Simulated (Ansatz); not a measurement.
We consider zinc-blende HgTe, described by r²SCAN in Ansatz (plane waves, PAW).

Numerical settings: plane-wave cutoff 600 eV, 20×20×20 k mesh, Fermi–Dirac smearing 0.05 eV, scalar-relativistic PAW data made under PBE.

Cell (relaxed at this level):

```xyz
2
Lattice="0.0000 3.2862 3.2862 3.2862 0.0000 3.2862 3.2862 3.2862 0.0000" Properties=species:S:1:pos:R:3 pbc="T T T"
Hg     0.0000     0.0000     0.0000
Te     4.9293     4.9293     4.9293
```

Task: Give the computed Voigt–Reuss–Hill shear modulus (Hill average), elastic constant C11, elastic constant C12, Voigt–Reuss–Hill bulk modulus and elastic constant C44.

Result: 
- Voigt–Reuss–Hill shear modulus (Hill average) = 13.9 GPa
- elastic constant C11 = 50.4 GPa
- elastic constant C12 = 35.0 GPa
- Voigt–Reuss–Hill bulk modulus = 40.1 GPa
- elastic constant C44 = 20.5 GPa

Measured, for comparison: elastic constant C11 53.6 GPa, elastic constant C12 36.6 GPa, elastic constant C44 21.2 GPa (temperature not stated, no zero-point or thermal correction; as tabulated in Oses et al. (2018), arXiv:1811.08464). Computed (rounded) less measured: elastic constant C11 -6 %, elastic constant C12 -4 %, elastic constant C44 -3 %.

Note: the solid has no gap at this level, which affects its response.

Elastic constants are with the ions relaxed.

Spin–orbit coupling is not included; it can shift volumes and moduli of such heavy elements.

The result took about 90 core-minutes (a rough figure).

Ansatz is a program for electronic structure.
